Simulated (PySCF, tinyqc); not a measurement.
MP2 on RHF in the sto-6g basis, for BH, spin multiplicity 1, step by step. The lowest restricted solution is unstable here: a spin-polarised one lies 0.0137 hartree lower (PySCF). One step of it, computed by the program tinyqc.

Problem. Orthogonalisation. S = U s U^T; symmetric (Loewdin) form X = U s^(-1/2) U^T, so that X^T S X = 1.

overlap S, order 1B 1s, 1B 2s, 1B 2px, 1B 2py, 1B 2pz, 2H 1s:
$$\begin{pmatrix}
1.000000 & 0.264891 & 0.000000 & 0.000000 & 0.000000 & 0.073410 \\
0.264891 & 1.000000 & 0.000000 & 0.000000 & 0.000000 & 0.490203 \\
0.000000 & 0.000000 & 1.000000 & 0.000000 & 0.000000 & 0.000000 \\
0.000000 & 0.000000 & 0.000000 & 1.000000 & 0.000000 & 0.000000 \\
0.000000 & 0.000000 & 0.000000 & 0.000000 & 1.000000 & 0.497151 \\
0.073410 & 0.490203 & 0.000000 & 0.000000 & 0.497151 & 1.000000
\end{pmatrix}$$

Give: eigenvalues of S; X.

Solution.

eigenvalues of S: [0.2918, 0.7987, 1.0000, 1.0000, 1.1629, 1.7466]

X, order 1B 1s, 1B 2s, 1B 2px, 1B 2py, 1B 2pz, 2H 1s:
$$\begin{pmatrix}
1.0291 & -0.1513 & 0.0000 & 0.0000 & -0.0125 & 0.0247 \\
-0.1513 & 1.1794 & 0.0000 & 0.0000 & 0.1506 & -0.3773 \\
0.0000 & 0.0000 & 1.0000 & 0.0000 & 0.0000 & 0.0000 \\
0.0000 & 0.0000 & 0.0000 & 1.0000 & 0.0000 & 0.0000 \\
-0.0125 & 0.1506 & 0.0000 & 0.0000 & 1.1495 & -0.3759 \\
0.0247 & -0.3773 & 0.0000 & 0.0000 & -0.3759 & 1.2961
\end{pmatrix}$$
